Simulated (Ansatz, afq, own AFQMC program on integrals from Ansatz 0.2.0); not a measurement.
**NHO, singlet → NHO, triplet**

```yaml
atoms:
  - { symbol: N, position_ang: [0.0000, 0.0665, 0.6906] }
  - { symbol: O, position_ang: [0.0000, -0.1060, -0.5388] }
  - { symbol: H, position_ang: [0.0000, 0.7576, -1.0437] }
```

Connectivity, by distances: N–OH.

E(triplet, charge +0) − E(singlet, charge +0) at this geometry, on RHF and UHF determinants.

Basis cc-pVDZ. Only valence electrons are correlated. Integrals, coupled cluster, full CI and functionals: Ansatz 0.2.0; the random walks run on the same integrals in our own AFQMC program. The CISD trial takes its coefficients from CCSD amplitudes. Released means that phaseless walkers are propagated on without the constraint, phases kept. Error bars are statistical, one sigma. The errors of all members are added in quadrature.

No full CI on the walks' own integrals is used here; CCSDT(Q) serves as the reference and is uncertain by about the last step of the cluster series. Each member takes its own surest rung, up to full CI.

Errors are counted within cc-pVDZ, not against nature.

Cautions: NHO (singlet): another spin lies lower, restricted determinant unstable towards unrestricted (UHF 965 meV lower, ⟨S²⟩ 0.94), raised T1 diagnostic (T1 0.025, weight of the determinant 0.88, largest double 0.09), the ph-AFQMC/HF walk drifts between its halves (2.0 errors), CCSDT(Q) on the UHF determinant differs (665 meV lower), perhaps since the unrestricted series falls towards higher spin.

| level | vertical spin gap (eV) |
| --- | --- |
| HF | -1.693 |
| CCSD | -0.776 |

(1) From these cheaper values, estimate the vertical spin gap at the reference level in cc-pVDZ.

(1) -0.646 eV (CCSDT(Q) in cc-pVDZ).

```csv
level,vertical spin gap (eV),error against CCSDT(Q) (eV)
MP2,-0.788,-0.142
CCSD(T),-0.672,-0.027
CCSDT,-0.661,-0.015
ph-AFQMC/CISD,-0.675 ± 0.023,-0.029 ± 0.023
released AFQMC,-0.682 ± 0.041,-0.036 ± 0.041
```

Correlation beyond CCSD(T) adds 0.027 eV. The perturbative (T) step is worth +0.103 eV.

A walk keeps the symmetry of its determinant, which the program's search chose and which needn't be the lowest solution, so a lower state of the same spin and another symmetry isn't excluded. Released energies are given only where the last usable release times agree within the noise; a slower fall can still hide under it.
